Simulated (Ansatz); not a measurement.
What does this script print? It uses Ansatz's Python interface.

The script, `albh4o_cas.py`:
```python
"""Static correlation in AlBH4O: natural occupations of an active space."""

import ansatz as az

BASIS_SET = "def2-SVP"

GEOMETRY = """
O    -1.65150    0.26510   -0.65490
B    -0.25350    0.19480   -0.79190
Al    0.88860    0.00060    0.88520
H    -1.95370   -0.61290   -0.71420
H     0.25850    0.22310   -1.87550
H     0.23780   -0.02370    2.34050
H     2.53500   -0.11500    0.76510
"""


def main() -> None:
    albh4o = az.Crystal.molecule()
    for line in GEOMETRY.strip().splitlines():
        symbol, *xyz = line.split()
        albh4o = albh4o.atom(symbol, [float(v) for v in xyz])

    base = (
        albh4o.calculation()
        .basis(gaussian=BASIS_SET)  # the orbital basis, by name
        .correlation(active_electrons=2, active_orbitals=2)  # correlation on top of the mean field
    )
    for method in ["sc_nevpt2"]:
        rep = (base if method is None else base.correlation(method)).run(threads=1).report
        space = rep["configurations"]
        state = space["states"][0]
        print(method or "casscf", f"total {rep['free_energy_ev'] / 27.211386246:.6f} Ha, active-space state {state['energy']['hartree']:.6f} Ha, mean field {rep['reference_energy_ev'] / 27.211386246:.6f} Ha")
        print("  determinants", state["n_determinants"], " natural occupations", [round(n, 3) for n in space["natural_occupations"]])
    print("effectively unpaired electrons, sum of min(n, 2 - n):", round(sum(min(n, 2 - n) for n in space["natural_occupations"]), 3))


if __name__ == "__main__":
    main()
```

Running `python albh4o_cas.py` prints:
```text
sc_nevpt2 total -343.935283 Ha, active-space state -343.623892 Ha, mean field -343.605536 Ha
  determinants 4  natural occupations [1.984, 0.016]
effectively unpaired electrons, sum of min(n, 2 - n): 0.032
```

Reading the output:
- Total energies depend on the basis set; only differences at equal settings carry meaning.
- The geometry is a force-field or estimated start, not a minimum of this method, and the basis set is short of its limit. The active space starts as a window about the frontier orbitals and is then optimised, not chosen by chemistry.
- It ran for 4.2 s on 1 thread of Arm Neoverse V1, on a shared host, peak memory 0.16 GiB.
